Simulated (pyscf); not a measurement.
Homolytic dissociation enthalpies at 298 K of Ge–H, H–Si, H–Sn bonds in 7 gas-phase molecules, in kcal/mol. Optimised with ωB97X-D3(BJ)/def2-SVP in PySCF. Both columns use the same structures and thermal terms. Rows were drawn at random from the closed-shell molecules with such a bond whose radicals are computed, keep their shape and have no isomer in the data more than 5 kcal/mol lower.

```
row                         molecule                               radicals  B3LYP-D3(BJ)/def2-TZVP  ωB97M-D3(BJ)/def2-TZVP
---  -------------------------------  -------------------------------------  ----------------------  ----------------------
1               H₂N–SiH₂–NH–SiH₂–NH₂              H₂N–SiH•–NH–SiH₂–NH₂ + H•                    89.4                    92.4
2         H₃C–Al(OH)–O–Al(OH)–O–SiH₃       H₃C–Al(OH)–O–Al(OH)–O–SiH₂• + H•                    90.7                    92.9
3                       HO–SnH₂–GeH₃                      HO–SnH•–GeH₃ + H•                    69.7                    71.3
4                       HO–GeH₂–SnH₃                     HO–GeH₂–SnH₂• + H•                    72.7                    73.3
5                      HO–GeH(OH)–OH                     HO–Ge•(OH)–OH + H•                    81.6                    83.6
6    H₃C–CH(CH₃)–N(SiH₃)–CH(CH₃)–CH₃  H₃C–CH(CH₃)–N(SiH₂•)–CH(CH₃)–CH₃ + H•                    87.5                    90.2
7                H₃Ge–GeH(GeH₃)–GeH₃               H₃Ge–Ge•(GeH₃)–GeH₃ + H•                    77.8                       ?
```

**Question.** Fit a line that carries the B3LYP-D3(BJ) values to the last column and predict row 7.

**Answer.** In the 6 complete rows the last column lies 0.6 to 3.0 kcal/mol from B3LYP-D3(BJ) (mean 2.0, median 2.1). Least squares gives y = -4.5 + 1.08·x with residuals of 0.5 kcal/mol (root mean square). For row 7: -4.5 + 1.08 × 77.8 = 79.5 kcal/mol. The computed value is 78.5 kcal/mol, 1.0 under the line. Elements up to Kr have no core potential and no relativistic terms here. Elements past Kr carry the def2 core potentials, without spin-orbit coupling.
